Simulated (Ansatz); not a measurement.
HgS (P3₂21, No. 154), treated with PBE-D3(BJ) (Ansatz, a quantum-chemistry and plane-wave program, PAW).

Run with plane-wave cutoff 500 eV, 12×12×4 k mesh (along the axes of the cell as run), Fermi–Dirac smearing 0.05 eV, scalar-relativistic PAW data made under PBE.

Computed at the level's own relaxed cell.

Question: Estimate the volume per atom, lattice constant a, lattice parameter c and band gap that the calculation returns.

Answer: 
* **volume per atom**: 23.76 Å³/atom
* **lattice constant a**: 4.162 Å
* **lattice parameter c**: 9.502 Å
* **band gap**: 1.26 eV (on the SCF k mesh)

Spin–orbit coupling is not included.

Static lattice: no zero-point or thermal effects.

Cost on a shared machine: very roughly 8 core-minutes.
